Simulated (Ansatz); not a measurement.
Input file:

```yaml
crystal:
  periodic: [false, false, false]
  atoms:
    - {symbol: Ge, position_ang: [-0.000625, -0.021025, 0.000876]}
    - {symbol: H, position_ang: [-0.001458, 0.727953, -1.360139]}
    - {symbol: H, position_ang: [0.046506, 0.787263, 1.296972]}
basis:
  gaussian: {orbitals: "6-31G*"}
total_charge: 1
magnetization: {spin_polarized: false, initial_magnetization: 1}
correlation: {method: ccsdt_q_b, electrons: outside_noble_gas}
accuracy: high
```

```sh
$ ansatz run in.yaml --threads 1 --pin off --events-out ev --progress --plain --max-ram 2393MiB
```

The program prints:

```
643 factors; integrals over basis functions are off by at most 2.8e-9 eV
mean field evaluation 1: about -56487.4726 eV, gradient 7.4e0 eV
mean field evaluation 2: about -56487.4873 eV, gradient 7.5e0 eV
mean field evaluation 4: about -56487.8919 eV, gradient 1.1e0 eV
mean field evaluation 8: about -56487.9001 eV, gradient 1.0e-3 eV
mean field evaluation 16: about -56487.8908 eV, gradient 1.1e0 eV
mean field evaluation 32: about -56485.5443 eV, gradient 2.4e0 eV
mean field -56487.90014855 eV, -2075.8920415853 hartree, gradient 1.4e-8 eV, S^2 0.750000; 1 other end points of the search recorded, 0 dependent functions left out
determinant -56487.90014855 eV, -2075.8920415853 hartree, with singles and doubles -56489.73160192 eV, -2075.9593462554 hartree
determinant -56485.55638833 eV, -2075.8059099860 hartree, with singles and doubles -56487.80306106 eV, -2075.8884736859 hartree
14 core orbitals not correlated: weight in the atoms' cores, before any rotation towards them, 1.000 or more for the frozen orbitals, at most 0.000 for the correlated occupied ones
reference -56487.90014855 eV, -2075.8920415853 hartree; 3, 2 occupied and 22, 23 virtual orbitals, 643 factors
second order -1.31031814 eV of doubles, -0.02645457 eV of singles
cycle   1  -1.66202034 eV  change   -3.2e-1 eV  update   5.2e-2
cycle   2  -1.86044681 eV  change   -2.0e-1 eV  update   2.5e-2
cycle   3  -1.87896727 eV  change   -1.9e-2 eV  update   7.7e-3
cycle   4  -1.88200507 eV  change   -3.0e-3 eV  update   2.4e-3
cycle   5  -1.88133439 eV  change    6.7e-4 eV  update   9.4e-4
cycle   6  -1.88131986 eV  change    1.5e-5 eV  update   2.8e-4
cycle   7  -1.88145294 eV  change   -1.3e-4 eV  update   9.8e-5
cycle   8  -1.88141377 eV  change    3.9e-5 eV  update   4.1e-5
cycle   9  -1.88139874 eV  change    1.5e-5 eV  update   1.4e-5
cycle  10  -1.88140871 eV  change   -1.0e-5 eV  update   5.9e-6
cycle  11  -1.88140962 eV  change   -9.1e-7 eV  update   2.9e-6
cycle  12  -1.88140802 eV  change    1.6e-6 eV  update   1.4e-6
cycle  13  -1.88140741 eV  change    6.1e-7 eV  update   5.1e-7
cycle  14  -1.88140791 eV  change   -5.0e-7 eV  update   2.0e-7
cycle  15  -1.88140792 eV  change   -7.9e-9 eV  update   6.0e-8
cycle  16  -1.88140791 eV  change    1.4e-8 eV  update   3.3e-8
cycle  17  -1.88140787 eV  change    3.7e-8 eV  update   1.8e-8
cycle  18  -1.88140787 eV  change   -2.1e-9 eV  update   1.4e-8
cycle  19  -1.88140787 eV  change   -1.5e-9 eV  update   5.2e-9
cycle  20  -1.88140788 eV  change  -8.3e-10 eV  update   1.6e-9
cycle  21  -1.88140788 eV  change  -6.7e-10 eV  update  5.8e-10
cycle  22  -1.88140788 eV  change  -3.8e-10 eV  update  1.8e-10
perturbative correction -0.00039530 eV, -0.0000145271 hartree
Total energy: -56489.78195173 eV, -2075.9611965765 hartree
```

Ran on 1 thread of Arm Neoverse V1, shared host: 3.5 s wall, 0.11 GiB peak host memory.
